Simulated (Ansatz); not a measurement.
## AlH4NS, SMILES [NH2][AlH][SH]: the energy of protonation at one site, step by step

Computed with Ansatz 0.2.0, Python API.

Interactive session:
```pycon
>>> import ansatz as az
>>> import numpy as np
>>> BASIS = "cc-pVDZ"
>>> XC = "b3lyp"
>>> NET_CHARGE = 1
>>> FMAX = 0.01
>>> GEOMETRY = """
... N    -1.12840    0.22170   -0.91200
... Al    0.37420    0.48030    0.16430
... S     2.10670   -0.91960   -0.09950
... H    -1.49930   -0.66250   -0.70330
... H    -1.87030    0.96920   -0.61990
... H     0.43130    1.66170    1.25710
... H     1.64710   -1.81880    0.86760
... """
>>> system = az.Crystal.molecule()
>>> for line in GEOMETRY.strip().splitlines():
...     symbol, *xyz = line.split()
...     system = system.atom(symbol, [float(v) for v in xyz])
...
>>> calculation = system.calculation().basis(gaussian=BASIS).functional(XC)
>>> symbols = [site.symbol for site in system.cartesian_sites]
>>> start = np.array([site.position_ang for site in system.cartesian_sites], dtype=float)
>>> summary = calculation.relax(force_tolerance=0.01).run().report

>>> end = np.array(summary["positions_ang"])
>>> # put the proton on the side away from the neighbours, slightly off axis
>>> away = sum((end[2] - end[j]) / np.linalg.norm(end[2] - end[j]) for j in [1, 6]) + np.array([0.15, 0.1, -0.2])
>>> proton = end[2] + 1.4 * away / np.linalg.norm(away)
>>> acid = az.Crystal.molecule()
>>> for symbol, place in zip(symbols, end):
...     acid = acid.atom(symbol, place.tolist())
...
>>> acid = acid.atom("H", proton.tolist())
>>> protonated = (
...     acid.calculation()
...     .basis(gaussian=BASIS)
...     .functional(XC)
...     .charge(NET_CHARGE)
...     .relax(force_tolerance=FMAX, max_steps=80)
... )
>>> after = protonated.run().report
>>> xyz = np.array(after["positions_ang"])
>>> reach = np.linalg.norm(xyz[:-1] - xyz[-1], axis=1)
>>> print(f"base {summary['free_energy_ev']:.5f} eV, protonated {after['free_energy_ev']:.5f} eV")
base -18990.59263 eV, protonated -18999.00463 eV
>>> print(f"the proton ends {reach.min():.3f} A from {symbols[reach.argmin()]}{reach.argmin()}")
the proton ends 1.364 A from S2
>>> print(f"electronic proton affinity {96.485332 * (summary['free_energy_ev'] - after['free_energy_ev']):.1f} kJ/mol")
electronic proton affinity 811.6 kJ/mol
```

Caveats:
- The settings weren't tested for convergence.
- The proton is put on one chosen atom, which needn't be the most basic site, so the molecule's proton affinity can be higher; the ends are stationary points, not checked by frequencies, and zero-point and thermal terms count only where printed.
- b3lyp holds the VWN-RPA fit, as in Gaussian; the form of ORCA and Turbomole is b3lyp5.
- Run time: 100 s on 1 thread of Arm Neoverse V1, on a shared host, peak memory 0.22 GiB.

(Lines on the test bed's own set-up are left out of the output.)
